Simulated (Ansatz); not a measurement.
# H2OSSi: the cost of one run

Program: Ansatz 0.2.0, Gaussian basis. Level of theory: single points in def2-TZVPP. These are calculated values, not measurements.

Cores are frozen in the correlated methods.

### 1 The starting structure

SMILES `O[SiH]=S`, 5 atoms, charge 0, spin multiplicity 1.

Atoms are counted from 1 here; the program's logs count them from 0.

Bond lengths: O1–Si2 1.613 Å, O1–H4 0.962 Å, Si2–S3 1.944 Å, Si2–H5 1.502 Å. Angles: Si2–O1–H4 130.0°, O1–Si2–S3 124.3°, O1–Si2–H5 105.2°, S3–Si2–H5 130.4°.

Geometry (Å):

```
atom    x (Å)    y (Å)    z (Å)
  O1  -0.4582  -0.0794  -1.0564
 Si2   0.2504   0.1536   0.3739
  S3   1.4914   1.5995   0.7588
  H4  -1.1295  -0.7165  -1.3171
  H5  -0.1743  -1.0145   1.2175
```

### 2 PBE-D4/def2-TZVPP

Input file run/in.yaml:

```yaml
crystal:
  periodic: [false, false, false]
  atoms:
    - {symbol: O, position_ang: [-0.458234, -0.079368, -1.056384]}
    - {symbol: Si, position_ang: [0.250358, 0.153572, 0.373932]}
    - {symbol: S, position_ang: [1.491368, 1.599459, 0.758803]}
    - {symbol: H, position_ang: [-1.129478, -0.716547, -1.317052]}
    - {symbol: H, position_ang: [-0.174316, -1.014536, 1.217493]}
basis:
  gaussian: {orbitals: def2-TZVPP}
hamiltonian: {xc: pbe, dispersion: d4}
output: {forces: true}
```

On the command line:

```sh
$ ansatz run in.yaml --threads 2 --pin off --events-out ev --progress --plain --max-ram 3481MiB
```

Q: Estimate wall time and peak memory on 2 threads of Arm Neoverse V2, shared host.

About 1.4 s, with a peak of 0.14 GiB.
